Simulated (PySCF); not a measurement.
SMILES ClCCl, CAM-B3LYP/def2-SVP optimised geometry.

```
5

Cl     1.24    -0.55     0.00
C     -0.54    -0.55     0.00
Cl    -1.24     1.07     0.00
H     -0.88    -1.07    -0.90
H     -0.88    -1.07     0.90
```

Density from CAM-B3LYP/def2-TZVP (PySCF 2.14.0) at that geometry.

Minimum of the electron density along straight lines between bonded atoms, close to the bond critical point (lines longer than 1.1 times the sum of covalent radii, or with two minima, are not listed):

| bond | length / Å | ρ at the minimum / e bohr⁻³ | ∇²ρ there / e bohr⁻⁵ | position (fraction from the first atom) |
|---|---|---|---|---|
| Cl1–C2 | 1.771 | 0.193 | -0.28 | 0.57 |
| C2–Cl3 | 1.771 | 0.193 | -0.28 | 0.43 |
| C2–H4 | 1.094 | 0.289 | -1.05 | 0.66 |
| C2–H5 | 1.094 | 0.289 | -1.05 | 0.66 |
